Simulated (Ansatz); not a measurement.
## Relaxing Ti3Al

Method: DFT r2SCAN, scalar-relativistic, plane waves, PAW (Ansatz 0.2.0).

The start is a database structure of Ti3Al, space group Fm-3m (No. 225).

The final relaxation ran on this input, with the default PAW datasets:

```yaml
crystal:
  lattice:
    - [0.0, 3.231781, 3.231781]
    - [3.231781, 0.0, 3.231781]
    - [3.231781, 3.231781, 0.0]
  atoms:
    - { symbol: Ti, position: [0.75, 0.75, 0.75] }
    - { symbol: Ti, position: [0.25, 0.25, 0.25] }
    - { symbol: Ti, position: [0.0, 0.0, 0.0] }
    - { symbol: Al, position: [0.5, 0.5, 0.5] }
basis:
  ecutwfc: 500
kpoints:
  mp_grid: { grid: [12, 12, 12] }
hamiltonian:
  xc: r2scan
scf:
  occupations: { method: gaussian, width: 0.1 }
output:
  forces: true
  stress: true
  eigenvalues: true
relax:
  adjacent_minimum: "off"
  f_tol: 0.01
  max_steps: 80
  cell: { stress_tol: 0.05 }
```

Launched as:

```bash
ansatz run input.yaml --threads 1 --pin off --max-ram 2560MiB --backend cpu --events-out ev --progress --plain --runs-dir out
```

Time: 35 s on 1 thread of Intel(R) Xeon(R) 6975P-C (Granite Rapids), with other jobs on the host, peak memory 0.68 GiB.

The program printed at the end:

```
SCF converged after 6 iterations
Free energy (F): -8054.146771 eV
Harris-Foulkes:  -8054.146771 eV  (|F-HF|=9.09e-12)
Internal energy: -8054.107818 eV  (E = F + TS)
E sigma→0 (E₀):  -8054.127294 eV
Entropy (-TS):   -0.038952 eV (-9.738 meV/atom)
Fermi energy:    12.201957 eV
--- Per-component energies (eV) ---
  E_band       = -522.360974
  E_kinetic    = 842.777878
  E_local      = -2781.674602  (includes V_loc(G=0)·N_el)
  E_nonlocal   = 33.373513
  E_hartree    = 1165.097073
  E_xc         = -315.947553
  E_vxc        = -430.167385  (∫ρ·V_xc dr)
  E_paw        = -3644.512564  (= ΣΔE_a)
  E_vpaw       = -545.468562  (= ΣTr[D̂ρ^β])
  E_aug_tail   = 0.000275  (compensation charges beyond the density's cutoff)
  E_vtau       = 28.603698  (kinetic-family band-sum trace: ∫τ·v_τ [+ j·A + Jᵃ·Aᵃ] dr)
  E_ewald      = -3352.401358
  E_core_change = -0.820479  (= ΣΔE_core)
  E_smearing   = -0.038952  (= −TS)
  E_closure    =  0.000000  (closes the sum)
  Σ components = -8054.146771   (vs F -8054.146771, Δ=0.00e0)
--- Forces (eV/Å), atoms counted from 1 ---
  atom   1  Ti     0.00000000     0.00000000     0.00000000
  atom   2  Ti     0.00000000     0.00000000     0.00000000
  atom   3  Ti     0.00000000     0.00000000     0.00000000
  atom   4  Al     0.00000000     0.00000000     0.00000000
  max |Σ_I F_I| component: 1.85e-17 eV/Å
--- Stress (GPa, compression-positive) ---
       -0.006239       0.000000       0.000000
        0.000000      -0.006239       0.000000
        0.000000       0.000000      -0.006239
  P = ⅓ Tr σ = -0.0062 GPa (-0.062 kbar)
--- Relaxed structure (4 steps of the walk, 3 accepted, 1 SCFs on fresh bases) ---
  F+E_penalty+E_count = -8054.14677056 eV   max|allowed force component| = 3.007e-16 eV/Å   (the final SCF, on the basis selected at the relaxed cell)
  cell:  # Å, volume = 66.3067 Å³
    - [0.000000, 3.212495, 3.212495]
    - [3.212495, 0.000000, 3.212495]
    - [3.212495, 3.212495, 0.000000]
  atoms:
    - { symbol: Ti, position: [0.75, 0.75, 0.75] }
    - { symbol: Ti, position: [0.250000, 0.250000, 0.250000] }
    - { symbol: Ti, position: [0.000000, 0.000000, 0.000000] }
    - { symbol: Al, position: [0.500000, 0.500000, 0.500000] }
```

Total energies depend on the potentials used, so only differences within one code and one set of settings carry meaning.

The result has space group Fm-3m (No. 225). Around Ti on Wyckoff site c (2 atoms of the primitive cell) lie 4 Ti at 2.78 Å, 4 Al at 2.78 Å and 6 Ti at 3.21 Å; around Ti on Wyckoff site a (1 atom of the primitive cell) lie 8 Ti at 2.78 Å and 6 Al at 3.21 Å; around Al lie 8 Ti at 2.78 Å and 6 Ti at 3.21 Å.

Against the elements it lies at -0.15 eV/atom. The zero of energy is the elements' standard structures at the same level; no fitted shifts are applied.

For metals, differences of a few meV/atom aren't resolved.

A structure relaxed within its symmetry needn't be a true minimum.